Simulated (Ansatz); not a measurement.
# Down a group: atomization energies of HON, HOP

Ansatz 0.2.0, functionals in def2-QZVPP, HF, MP2 and coupled cluster extrapolated from def2-TZVPP and def2-QZVPP (exp(−7.88 √X), X^−2.97); geometries are PBE0/def2-TZVP minima. Wave-function levels freeze the cores; HF, MP2 and coupled cluster are restricted for singlets and unrestricted otherwise, atoms included (their steps beyond CCSDT(Q) come from restricted open-shell runs), Kohn–Sham unrestricted where that lies lower. The best estimate adds to that CCSD(T) limit the step from CCSD(T) to the highest level run in a smaller set (CCSDTQ/cc-pVDZ). It lacks core correlation, which semilocal and hybrid functionals hold and which counts in their errors here, (a few kJ/mol in atomization energies of light atoms) is good to about 1 kcal/mol where the step is under 0.06 eV, as here, and is no measured value. An error is the level's value less this estimate. Energies are electronic, without zero-point terms. No spin–orbit coupling and no scalar relativity. CCSD(T)'s error is that step with its sign reversed, by construction, and steps from double-zeta sets run high. The species are chosen: bound, without strong static correlation by their natural occupations or amplitudes, in their lowest spin state as far as vertical gaps and like structures tell, and with a ladder that closes on the reference, so errors are smaller than for species at large; levels whose determinant breaks symmetry or spin markedly are left out.

```
     species                              bonds (Å)     quantity  symmetry of the states                       reference  value (kcal/mol)  error MP2  error CCSD  error CCSD(T)  error PBE  error r2SCAN
HON, triplet  N–O 1.310, O–H 0.972, angle at O 109°  atomization                     A''  limit + step to CCSDTQ/cc-pVDZ             179.7        2.9        -7.2           -0.6       19.5           6.1
HOP, triplet  O–P 1.634, O–H 0.963, angle at O 115°  atomization                     A''  limit + step to CCSDTQ/cc-pVDZ             195.8        4.4        -5.8           -0.4        9.2           2.8
```

The reference rises from N to P, by 16.1 kcal/mol in all.
